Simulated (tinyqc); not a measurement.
Coupled-perturbed Hartree-Fock on RHF in the sto-3g basis, for H2O, spin multiplicity 1, step by step. One step of it, computed by the program tinyqc.

Question. Integrals over molecular orbitals. (pq|rs) = sum C_ip C_jq C_kr C_ls (ij|kl), one index at a time.

coefficients C:
```
              MO1        MO2        MO3        MO4       MO5        MO6        MO7
1O 1s    0.994545  -0.242577   0.000000   0.085539  0.000000  -0.103578   0.000000
1O 2s    0.023281   0.909235   0.000000  -0.435460  0.000000   0.594981   0.000000
1O 2px   0.000000   0.000000   0.000000   0.000000  1.000000   0.000000   0.000000
1O 2py   0.000000   0.000000   0.600808   0.000000  0.000000   0.000000   0.904843
1O 2pz   0.002612   0.065818   0.000000   0.752172  0.000000   0.713286   0.000000
2H 1s   -0.004082   0.135443   0.455636   0.345769  0.000000  -0.683323  -0.689885
3H 1s   -0.004082   0.135443  -0.455636   0.345769  0.000000  -0.683323   0.689885
```

core Hamiltonian H = T + V (hartree), lower triangle:
```
             1O 1s      1O 2s     1O 2px     1O 2py     1O 2pz      2H 1s      3H 1s
1O 1s   -32.519427
1O 2s    -7.565111  -9.145103
1O 2px    0.000000   0.000000  -7.300215
1O 2py    0.000000   0.000000   0.000000  -7.402826
1O 2pz   -0.011955  -0.147709   0.000000   0.000000  -7.351112
2H 1s    -1.047594  -2.551619   0.000000  -1.566264  -1.137581  -4.302875
3H 1s    -1.047594  -2.551619   0.000000   1.566264  -1.137581  -0.790778  -4.302875
```

Two-electron integrals (ij|kl) in chemists' order, unique and non-zero (hartree):
```
(11|11) 4.785065    (21|11) 0.741380    (21|21) 0.136873    (22|11) 1.118947
(22|21) 0.256633    (22|22) 0.817206    (31|31) 0.024477    (32|31) 0.037809
(32|32) 0.180518    (33|11) 1.115814    (33|21) 0.256684    (33|22) 0.817023
(33|33) 0.880159    (41|41) 0.024477    (42|41) 0.037809    (42|42) 0.180518
(43|43) 0.047444    (44|11) 1.115814    (44|21) 0.256684    (44|22) 0.817023
(44|33) 0.785270    (44|44) 0.880159    (51|51) 0.024477    (52|51) 0.037809
(52|52) 0.180518    (53|53) 0.047444    (54|54) 0.047444    (55|11) 1.115814
(55|21) 0.256684    (55|22) 0.817023    (55|33) 0.785270    (55|44) 0.785270
(55|55) 0.880159    (61|11) 0.102924    (61|21) 0.018861    (61|22) 0.035202
(61|33) 0.035134    (61|41) 0.000699    (61|42) 0.001321    (61|44) 0.035275
(61|51) 0.000492    (61|52) 0.000930    (61|54) 0.000099    (61|55) 0.035204
(61|61) 0.002632    (62|11) 0.275228    (62|21) 0.064025    (62|22) 0.228820
(62|33) 0.224757    (62|41) 0.003928    (62|42) 0.031266    (62|44) 0.232752
(62|51) 0.002766    (62|52) 0.022020    (62|54) 0.005631    (62|55) 0.228722
(62|61) 0.009012    (62|62) 0.082428    (63|31) 0.006389    (63|32) 0.038309
(63|43) 0.006326    (63|53) 0.004455    (63|63) 0.011166    (64|11) 0.170722
(64|21) 0.040197    (64|22) 0.153389    (64|33) 0.146596    (64|41) 0.008533
(64|42) 0.057919    (64|44) 0.164294    (64|51) 0.001510    (64|52) 0.013811
(64|54) 0.008009    (64|55) 0.149099    (64|61) 0.005882    (64|62) 0.067191
(64|64) 0.065321    (65|11) 0.120237    (65|21) 0.028310    (65|22) 0.108029
(65|33) 0.103245    (65|41) 0.001510    (65|42) 0.013811    (65|44) 0.106799
(65|51) 0.007453    (65|52) 0.048036    (65|54) 0.008829    (65|55) 0.113919
(65|61) 0.004143    (65|62) 0.047322    (65|64) 0.038141    (65|65) 0.038028
(66|11) 0.444731    (66|21) 0.105105    (66|22) 0.432763    (66|33) 0.416227
(66|41) 0.007646    (66|42) 0.085874    (66|44) 0.449038    (66|51) 0.005385
(66|52) 0.060480    (66|54) 0.023108    (66|55) 0.432502    (66|61) 0.014887
(66|62) 0.205061    (66|64) 0.190816    (66|65) 0.134389    (66|66) 0.774606
(71|11) 0.102924    (71|21) 0.018861    (71|22) 0.035202    (71|33) 0.035134
(71|41) -0.000699   (71|42) -0.001321   (71|44) 0.035275    (71|51) 0.000492
(71|52) 0.000930    (71|54) -0.000099   (71|55) 0.035204    (71|61) 0.002589
(71|62) 0.008710    (71|64) 0.005247    (71|65) 0.004008    (71|66) 0.014275
(71|71) 0.002632    (72|11) 0.275228    (72|21) 0.064025    (72|22) 0.228820
(72|33) 0.224757    (72|41) -0.003928   (72|42) -0.031266   (72|44) 0.232752
(72|51) 0.002766    (72|52) 0.022020    (72|54) -0.005631   (72|55) 0.228722
(72|61) 0.008710    (72|62) 0.064117    (72|64) 0.036608    (72|65) 0.035690
(72|66) 0.126834    (72|71) 0.009012    (72|72) 0.082428    (73|31) 0.006389
(73|32) 0.038309    (73|43) -0.006326   (73|53) 0.004455    (73|63) 0.008319
(73|73) 0.011166    (74|11) -0.170722   (74|21) -0.040197   (74|22) -0.153389
(74|33) -0.146596   (74|41) 0.008533    (74|42) 0.057919    (74|44) -0.164294
(74|51) -0.001510   (74|52) -0.013811   (74|54) 0.008009    (74|55) -0.149099
(74|61) -0.005247   (74|62) -0.036608   (74|64) -0.013099   (74|65) -0.020009
(74|66) -0.067116   (74|71) -0.005882   (74|72) -0.067191   (74|74) 0.065321
(75|11) 0.120237    (75|21) 0.028310    (75|22) 0.108029    (75|33) 0.103245
(75|41) -0.001510   (75|42) -0.013811   (75|44) 0.106799    (75|51) 0.007453
(75|52) 0.048036    (75|54) -0.008829   (75|55) 0.113919    (75|61) 0.004008
(75|62) 0.035690    (75|64) 0.020009    (75|65) 0.027893    (75|66) 0.076636
(75|71) 0.004143    (75|72) 0.047322    (75|74) -0.038141   (75|75) 0.038028
(76|11) 0.078182    (76|21) 0.018356    (76|22) 0.071308    (76|33) 0.069693
(76|44) 0.071217    (76|51) 0.001239    (76|52) 0.011820    (76|55) 0.072933
(76|61) 0.002553    (76|62) 0.025269    (76|64) 0.018015    (76|65) 0.016346
(76|66) 0.065669    (76|71) 0.002553    (76|72) 0.025269    (76|74) -0.018015
(76|75) 0.016346    (76|76) 0.009827    (77|11) 0.444731    (77|21) 0.105105
(77|22) 0.432763    (77|33) 0.416227    (77|41) -0.007646   (77|42) -0.085874
(77|44) 0.449038    (77|51) 0.005385    (77|52) 0.060480    (77|54) -0.023108
(77|55) 0.432502    (77|61) 0.014275    (77|62) 0.126834    (77|64) 0.067116
(77|65) 0.076636    (77|66) 0.275195    (77|71) 0.014887    (77|72) 0.205061
(77|74) -0.190816   (77|75) 0.134389    (77|76) 0.065669    (77|77) 0.774606
```

Give: one-electron integrals over orbitals h = C^T H C; Two-electron integrals over orbitals.

Answer.

one-electron integrals over orbitals h = C^T H C (hartree), lower triangle:
```
          1        2        3        4        5        6        7
1  -32.5031
2    0.5750  -7.5326
3    0.0000   0.0000  -5.8455
4   -0.1889   0.5370   0.0000  -6.4608
5    0.0000   0.0000   0.0000   0.0000  -7.3002
6    0.2389  -1.1377   0.0000  -1.3884   0.0000  -5.2034
7    0.0000   0.0000  -1.8096   0.0000   0.0000   0.0000  -5.4932
```

Two-electron integrals over orbitals (pq|rs), unique and non-zero (hartree):
```
(11|11) 4.7474      (21|11) -0.4345     (21|21) 0.0627      (22|11) 1.0293
(22|21) -0.0162     (22|22) 0.7257      (31|31) 0.0102      (32|31) 0.0162
(32|32) 0.1248      (33|11) 0.7417      (33|21) -0.0047     (33|22) 0.6004
(33|33) 0.5753      (41|11) 0.1516      (41|21) -0.0205     (41|22) 0.0108
(41|33) 0.0050      (41|41) 0.0229      (42|11) -0.1461     (42|21) 0.0074
(42|22) -0.0330     (42|33) 0.0035      (42|41) 0.0191      (42|42) 0.1302
(43|31) -0.0020     (43|32) 0.0308      (43|43) 0.0584      (44|11) 0.9194
(44|21) -0.0107     (44|22) 0.6579      (44|33) 0.5524      (44|41) -0.0082
(44|42) -0.0900     (44|44) 0.6827      (51|51) 0.0259      (52|51) 0.0336
(52|52) 0.1531      (53|53) 0.0252      (54|51) -0.0109     (54|52) -0.0411
(54|54) 0.0454      (55|11) 1.1154      (55|21) -0.0123     (55|22) 0.7589
(55|33) 0.5879      (55|41) 0.0043      (55|42) -0.0797     (55|44) 0.6806
(55|55) 0.8802      (61|11) -0.1853     (61|21) 0.0282      (61|22) -0.0030
(61|33) 4.45e-04    (61|41) 0.0042      (61|42) 0.0204      (61|44) -0.0142
(61|55) -0.0051     (61|61) 0.0237      (62|11) 0.2501      (62|21) -0.0061
(62|22) 0.1245      (62|33) 0.0594      (62|41) 0.0182      (62|42) 0.0375
(62|44) 0.0581      (62|55) 0.1340      (62|61) 0.0103      (62|62) 0.0911
(63|31) 0.0022      (63|32) -0.0394     (63|43) -0.0429     (63|63) 0.0806
(64|11) 0.2836      (64|21) -0.0039     (64|22) 0.1394      (64|33) 0.0485
(64|41) 0.0015      (64|42) -0.0476     (64|44) 0.1336      (64|55) 0.1592
(64|61) -0.0016     (64|62) 0.0604      (64|64) 0.1049      (65|51) 0.0123
(65|52) 0.0488      (65|54) 0.0079      (65|65) 0.0327      (66|11) 0.7590
(66|21) -0.0074     (66|22) 0.5788      (66|33) 0.5351      (66|41) 0.0165
(66|42) 0.0451      (66|44) 0.5354      (66|55) 0.5660      (66|61) 0.0083
(66|62) 0.0854      (66|64) 0.0541      (66|66) 0.5664      (71|31) 0.0140
(71|32) 0.0213      (71|43) -0.0027     (71|63) 0.0025      (71|71) 0.0193
(72|31) 0.0151      (72|32) 0.0600      (72|43) -0.0265     (72|63) 0.0268
(72|71) 0.0199      (72|72) 0.0714      (73|11) 0.3751      (73|21) -0.0069
(73|22) 0.1764      (73|33) 0.0877      (73|41) -7.20e-05   (73|42) -0.0733
(73|44) 0.1410      (73|55) 0.2084      (73|61) -0.0051     (73|62) 0.0654
(73|64) 0.1066      (73|66) 0.0455      (73|73) 0.1611      (74|31) -0.0074
(74|32) -0.0682     (74|43) -0.0180     (74|63) 0.0591      (74|71) -0.0102
(74|72) -0.0177     (74|74) 0.0700      (75|53) 0.0240      (75|75) 0.0258
(76|31) 0.0071      (76|32) 0.0824      (76|43) 0.0671      (76|63) -0.0712
(76|71) 0.0097      (76|72) -0.0005     (76|74) -0.0603     (76|76) 0.1132
(77|11) 0.8359      (77|21) -0.0090     (77|22) 0.6055      (77|33) 0.5704
(77|41) 0.0034      (77|42) -0.0214     (77|44) 0.5711      (77|55) 0.6067
(77|61) -0.0035     (77|62) 0.0587      (77|64) 0.0566      (77|66) 0.5392
(77|73) 0.1019      (77|77) 0.5897
```
